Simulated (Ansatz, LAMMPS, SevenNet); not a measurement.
Corundum (α-Al2O3): properties by level of theory

Reference values: lattice constant a 4.759 Å (measured, temperature not stated, no zero-point or thermal correction; as tabulated in Lallet et al. (2009), arXiv:0801.3594); lattice parameter c 12.991 Å (measured, temperature not stated, not corrected to a static lattice; as tabulated in Lallet et al. (2009), arXiv:0801.3594).

| level (code) | lattice constant a (Å) | lattice parameter c (Å) |
|---|---|---|
| ionic model bush1994 (shell model, LAMMPS) | 4.820 | 13.011 |
| ionic model lewis1985c (shell model, LAMMPS) | 4.818 | 12.679 |
| SevenNet-l3i5 (SevenNet) | 4.807 | 13.121 |
| rVV10 (Ansatz) | 4.819 | 13.138 |
| r²SCAN (Ansatz) | 4.759 | 12.995 |
| HSE06 (Ansatz) | 4.753 | 12.979 |

Differences from the reference values (errors of the level alone only where the reference is corrected to a static lattice):

```csv
level,lattice constant a (%),lattice parameter c (%)
ionic model bush1994,+1.28,+0.15
ionic model lewis1985c,+1.24,-2.40
SevenNet-l3i5,+1.01,+1.00
rVV10,+1.26,+1.13
r²SCAN,0.00,+0.03
HSE06,-0.13,-0.09
```

Nearest: lattice constant a, not ranked (reference at room or unstated temperature); lattice parameter c, not ranked (reference at room or unstated temperature). Empirical potentials aren't ranked on values they can be fitted to.

Empirical potentials (ionic model bush1994, ionic model lewis1985c) are fitted to chosen data, which need not cover the solid at hand: agreement can be built in, and what lay outside the fit can be far off. Machine-learned potentials (SevenNet-l3i5) are trained on DFT data, which may include these solids.

Ansatz's density-functional and Hartree–Fock values are scalar-relativistic unless marked +SOC, with PAW data made under PBE.

Differences are worked out from the printed values.

Ansatz is a first-principles code.
